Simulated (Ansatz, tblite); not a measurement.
# [GeBr3]-: spin states and exact exchange

Is the singlet the ground state of [GeBr3]-? Other spin states are computed and compared level by level.

The runs use Ansatz 0.2.0, Gaussian basis; as each input shows.

Plan: triplet, at the geometry of the singlet (GFN1-xTB, GFN2-xTB, PBE0-D4/def2-TZVPD, PBE-D4/def2-TZVPD, r2SCAN-D4/def2-TZVPD); the singlet's energies come from earlier runs.

## (1) The structure

The geometry is that of the singlet, from an earlier relaxation (PBE0-D4/def2-SVPD).

4 atoms, charge -1, spin multiplicity 1.

Bond lengths: Ge1–Br2 2.484 Å, Ge1–Br3 2.484 Å, Ge1–Br4 2.484 Å. Angles: Br2–Ge1–Br3 98.5°, Br2–Ge1–Br4 98.5°, Br3–Ge1–Br4 98.5°.

Coordinates:

```xyz
4
charge -1, multiplicity 1
Ge   -0.0059    0.0061    0.9026
Br    2.1739   -0.0385   -0.2868
Br   -1.0528    1.8980   -0.3204
Br   -1.1152   -1.8656   -0.2954
```

The ion is computed in the gas phase, without counter-ions or solvent.

## (2) Triplet at the fixed geometry, GFN1-xTB

Tight binding, by tblite at 300 K electronic temperature and without a spin-polarisation term:

```python
tblite.interface.Calculator('GFN1-xTB', numbers, positions, charge=-1, uhf=2).singlepoint()
```

Energy -367.5924 eV; 0.008 s.

## (3) Triplet at the fixed geometry, GFN2-xTB

Tight binding, by tblite at 300 K electronic temperature and without a spin-polarisation term:

```python
tblite.interface.Calculator('GFN2-xTB', numbers, positions, charge=-1, uhf=2).singlepoint()
```

Energy -393.3394 eV; 0.008 s.

## (4) Triplet at the fixed geometry, PBE0-D4/def2-TZVPD

File in.yaml:

```yaml
crystal:
  periodic: [false, false, false]
  atoms:
    - {symbol: Ge, position_ang: [-0.005940, 0.006146, 0.902629]}
    - {symbol: Br, position_ang: [2.173935, -0.038531, -0.286826]}
    - {symbol: Br, position_ang: [-1.052784, 1.898016, -0.320431]}
    - {symbol: Br, position_ang: [-1.115211, -1.865631, -0.295363]}
basis:
  gaussian: {orbitals: def2-TZVPD}
total_charge: -1
magnetization: {spin_polarized: true, initial_magnetization: 2}
hamiltonian: {xc: pbe0, dispersion: d4}
scf: {omitted_lower_state_checks: [starts]}
output: {orbitals: {seedname: orbitals}}
```

Command:

```bash
$ ansatz run in.yaml --threads 4 --pin off --events-out ev --progress --plain --max-ram 3916MiB
```

The program printed:

```text
Functional definition: PBE0
  name "PBE0"
  cite "Adamo & Barone, J. Chem. Phys. 110, 6158 (1999) doi:10.1063/1.478522"
  cite "Perdew, Burke & Ernzerhof, Phys. Rev. Lett. 77, 3865 (1996) doi:10.1103/PhysRevLett.77.3865"
  parent pbe
  parameter a = 0.25
  parameter kappa = 0.804
  parameter beta = 0.06672455060314922
  exchange = (1 - a)*pbe_x(kappa = kappa, mu = beta*pi^2/3) + a*exact_x
  correlation = pbe_c(beta = beta)
these checks for a lower state are left out or cut short: starts
1433 factors; integrals over basis functions are off by at most 8.1e-4 eV
mean field evaluation 1: about -266627.1260 eV, gradient 2.0e1 eV
mean field evaluation 2: about -266624.9879 eV, gradient 3.0e1 eV
mean field evaluation 4: about -266628.6715 eV, gradient 9.9e-1 eV
mean field evaluation 8: about -266628.7484 eV, gradient 6.2e-2 eV
mean field evaluation 16: about -266628.7485 eV, gradient 9.0e-4 eV
mean field evaluation 32: about -266628.7485 eV, gradient 8.1e-6 eV
mean field -266628.74848444 eV, -9798.4257793463 hartree, gradient 8.1e-6 eV, S^2 2.006098; 0 other end points of the search recorded, 0 dependent functions left out
reference -266628.74852363 eV, -9798.4257807867 hartree; 70, 68 occupied and 155, 157 virtual orbitals, 1433 factors
Total energy: -266628.92704029 eV, -9798.4323411530 hartree
Checks for a lower state left out: starts
```

Wall time 40 s (4 threads of Arm Neoverse N1, shared host); peak memory 1.4 GiB.

Report: HOMO 0.96 eV, LUMO -1.20 eV (over both spins; with the spin held, an empty level of the minority spin lies below the top filled one); ⟨S²⟩ 2.006 (pure: 2.00). Doubts: highest occupied level lies above zero.

## (5) Triplet at the fixed geometry, PBE-D4/def2-TZVPD

start.molden holds the orbitals of an earlier run on this state, given as this run's starting guess.

in.yaml: that of step 4 with these lines changed.

```diff
@@ -8,6 +8,6 @@
 basis:
-  gaussian: {orbitals: def2-TZVPD}
+  gaussian: {orbitals: def2-TZVPD, initial_orbitals: start.molden}
 total_charge: -1
 magnetization: {spin_polarized: true, initial_magnetization: 2}
-hamiltonian: {xc: pbe0, dispersion: d4}
+hamiltonian: {xc: pbe, dispersion: d4}
 scf: {omitted_lower_state_checks: [starts]}
```

Same command.

The program printed:

```text
Functional definition: PBE
  name "PBE"
  cite "Perdew, Burke & Ernzerhof, Phys. Rev. Lett. 77, 3865 (1996) doi:10.1103/PhysRevLett.77.3865"
  parent pbe
  parameter kappa = 0.804
  parameter beta = 0.06672455060314922
  exchange = pbe_x(kappa = kappa, mu = beta*pi^2/3)
  correlation = pbe_c(beta = beta)
these checks for a lower state are left out or cut short: starts
1633 factors; their error is unknown
mean field evaluation 1: about -266620.1944 eV, gradient 1.1e1 eV
mean field evaluation 2: about -266620.3559 eV, gradient 2.7e-1 eV
mean field evaluation 4: about -266620.3477 eV, gradient 6.4e-2 eV
mean field evaluation 8: about -266620.3477 eV, gradient 2.6e-5 eV
mean field -266620.34767512 eV, -9798.1170552980 hartree, gradient 8.0e-6 eV, S^2 2.002385; 0 other end points of the search recorded, 0 dependent functions left out
reference -266620.34772259 eV, -9798.1170570426 hartree; 70, 68 occupied and 155, 157 virtual orbitals, 1633 factors
Total energy: -266620.55274092 eV, -9798.1245913273 hartree
Checks for a lower state left out: starts
```

Wall time 13 s (4 threads of Arm Neoverse N1, shared host).

HOMO 1.57 eV, LUMO -1.90 eV (over both spins; with the spin held, an empty level of the minority spin lies below the top filled one); ⟨S²⟩ 2.002 (pure: 2.00). Doubts: highest occupied level lies above zero.

## (6) Triplet at the fixed geometry, r2SCAN-D4/def2-TZVPD

in.yaml: that of step 5 with these lines changed.

```diff
@@ -11,3 +11,3 @@
 magnetization: {spin_polarized: true, initial_magnetization: 2}
-hamiltonian: {xc: pbe, dispersion: d4}
+hamiltonian: {xc: r2scan, dispersion: d4}
 scf: {omitted_lower_state_checks: [starts]}
```

Same command.

The program printed:

```text
Functional definition: r2SCAN
  name "r2SCAN"
  cite "Furness, Kaplan, Ning, Perdew & Sun, J. Phys. Chem. Lett. 11, 8208 (2020) doi:10.1021/acs.jpclett.0c02405"
  cite "Furness, Kaplan, Ning, Perdew & Sun, J. Phys. Chem. Lett. 11, 9248 (2020) doi:10.1021/acs.jpclett.0c03077"
  parent r2scan
  parameter k0 = 0.174
  parameter k1 = 0.065
  parameter a1 = 4.9479
  exchange = r2scan_x(k0 = k0, k1 = k1, a1 = a1)
  correlation = r2scan_c
these checks for a lower state are left out or cut short: starts
1633 factors; their error is unknown
mean field evaluation 1: about -266658.7475 eV, gradient 8.6e0 eV
mean field evaluation 2: about -266658.8164 eV, gradient 1.2e-1 eV
mean field evaluation 4: about -266658.8013 eV, gradient 2.6e-3 eV
mean field evaluation 8: about -266658.8013 eV, gradient 1.1e-5 eV
mean field -266658.80127062 eV, -9799.5301988680 hartree, gradient 7.1e-6 eV, S^2 2.006973; 0 other end points of the search recorded, 0 dependent functions left out
reference -266658.80131648 eV, -9799.5302005532 hartree; 70, 68 occupied and 155, 157 virtual orbitals, 1633 factors
Total energy: -266658.84313429 eV, -9799.5317373295 hartree
Checks for a lower state left out: starts
```

It took 69 s on 4 threads of Arm Neoverse N1, shared host; peak memory 0.91 GiB.

HOMO 1.52 eV, LUMO -1.72 eV (over both spins; with the spin held, an empty level of the minority spin lies below the top filled one); ⟨S²⟩ 2.007 (pure: 2.00). Doubts: highest occupied level lies above zero.

## (7) Triplet less singlet, vertical

The singlet's energies are those of its earlier runs, whose logs aren't repeated here.

| level | triplet less singlet, vertical (kJ/mol) | time |
| --- | --- | --- |
| GFN1-xTB | +391.1 | 0.015 s |
| GFN2-xTB | +530.9 | 0.015 s |
| PBE-D4/def2-TZVPD | +350.8 | 17 s |
| r2SCAN-D4/def2-TZVPD | +361.4 | 79 s |
| PBE0-D4/def2-TZVPD | +367.9 | 54 s |

Times add the two runs; a level without a time comes out of a correlated run. Tight binding without a spin term can't rank spin states.

## (8) Results

| quantity | value |
| --- | --- |
| triplet less singlet, vertical, functionals in def2-TZVPD | +350.8 (PBE-D4) to +367.9 kJ/mol (PBE0-D4) |

**Reading.** All functionals put the triplet above the singlet, over a spread of 17.1 kJ/mol. The checks for a lower triplet were left out, so another state of that spin may lie lower. These are electronic energies, without zero-point motion, entropy or surroundings.

The anion's highest level is positive in at least one run, so there the basis alone may hold the extra electron.
